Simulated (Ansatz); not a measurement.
Basis-set extrapolation for `[BH2][AlH2]` (PBE0-D4/def2-TZVP geometry, frozen core, Ansatz). Multiplicity 1, RHF reference.

```tsv
	def2-TZVPP	def2-QZVPP
HF	-268.883317	-268.891893
MP2 correlation	-0.183191	-0.195455
CCSD(T) correlation	-0.226519	-0.236007
```

Energies in hartree. Use E(X) = E(∞) + A·exp(−7.88·√X) for Hartree–Fock and E(X) = E(∞) + B·X^(−2.97) for correlation, with X = 3 and 4.

Question: What is the CCSD(T) energy at the basis-set limit?

Answer: HF limit: -268.891893 + (-0.008576) × 0.13774 = -268.89307. Correlation limit: -0.236007 + (-0.009488) × 0.74074 = -0.24304. Total: -269.13611 hartree, 0.71 eV below CCSD(T)/def2-TZVPP.
